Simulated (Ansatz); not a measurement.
C2H6OS (`CSCO`). The species carries charge 0 and has multiplicity 1. The geometry is a stationary point of PBE0-D4/def2-TZVP. It is one conformer, not always the lowest.

```xyz
10

C     0.310    0.670    1.352
S    -0.455    1.140   -0.207
C    -0.613   -0.487   -0.964
O     0.603   -1.114   -1.258
H     0.588    1.590    1.867
H    -0.387    0.110    1.977
H     1.207    0.078    1.172
H    -1.228   -0.323   -1.857
H    -1.150   -1.157   -0.290
H     1.125   -0.506   -1.792
```

Task: What is the dipole moment at ωB97M-V/def2-TZVPP? (Best estimate.)

Result: The calculation gave: 0.30 D, with components (0.17, 0.12, 0.21) D in this frame, pointing from negative to positive charge.

Task: And with PBE, r2SCAN, B3LYP? (An estimate is asked.)

Result: Computed: PBE 0.32 D, r2SCAN 0.34 D, B3LYP 0.30 D.

Task: Give the Mulliken charges with ωB97M-V, B3LYP, PBE in def2-TZVPP. (Estimate.)

Result: Ansatz gave: 
| atom | ωB97M-V | B3LYP | PBE |
| --- | --- | --- | --- |
| C1 | -0.37 | -0.29 | -0.28 |
| S2 | -0.08 | -0.12 | -0.14 |
| C3 | -0.07 | 0.00 | -0.02 |
| O4 | -0.31 | -0.33 | -0.30 |
| H5 | 0.13 | 0.12 | 0.12 |
| H6 | 0.13 | 0.11 | 0.11 |
| H7 | 0.14 | 0.12 | 0.12 |
| H8 | 0.13 | 0.11 | 0.11 |
| H9 | 0.12 | 0.10 | 0.10 |
| H10 | 0.18 | 0.18 | 0.18 |

B3LYP here is the variant with VWN-RPA as its local correlation; programs differ in this.
